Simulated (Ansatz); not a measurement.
```yaml
crystal:
  periodic: [false, false, false]
  atoms:
    - {symbol: Ge, position_ang: [0.000000, 0.000000, -1.738836]}
    - {symbol: B, position_ang: [0.000000, 0.000000, 0.247976]}
    - {symbol: N, position_ang: [0.000000, 0.000000, 1.490860]}
basis:
  gaussian: {orbitals: def2-TZVP}
magnetization: {spin_polarized: true, initial_magnetization: 2}
hamiltonian: {xc: pbe0}
relax: {f_tol: 0.004, max_steps: 80}
```

```sh
$ ansatz run in.yaml --threads 1 --pin off --events-out ev --progress --plain --max-ram 2176MiB
```

Steps of the relaxation (energy above the last step; positions in Å, forces in eV/Å):

```
3
step 1, 266.4 meV
Ge    0.000    0.000   -1.739    0.000    0.000   -1.127
B     0.000    0.000    0.248    0.000    0.000   -4.845
N     0.000    0.000    1.491    0.000    0.000    5.972
```

```
3
step 2, 13.4 meV
Ge    0.000    0.000   -1.795    0.000    0.000   -0.289
B     0.000    0.000    0.244    0.000    0.000   -0.838
N     0.000    0.000    1.551    0.000    0.000    1.128
```

```
3
step 3, 0.2 meV
Ge    0.000    0.000   -1.814    0.000    0.000   -0.023
B     0.000    0.000    0.245    0.000    0.000   -0.119
N     0.000    0.000    1.568    0.000    0.000    0.142
```

```
3
step 5, 0.0 meV
Ge    0.000    0.000   -1.815    0.000    0.000    0.000
B     0.000    0.000    0.245    0.000    0.000    0.000
N     0.000    0.000    1.570    0.000    0.000    0.000
```

Close pairs at the end: B2–N3 1.325 Å, Ge1–B2 2.061 Å.

A stationary point of unrestricted PBE0 after 5 steps, with ⟨S²⟩ = 2.012 against 2.00 for a pure state; no frequencies were run, so it isn't proven a minimum. 57 s on 1 thread of Arm Neoverse V1, shared host.
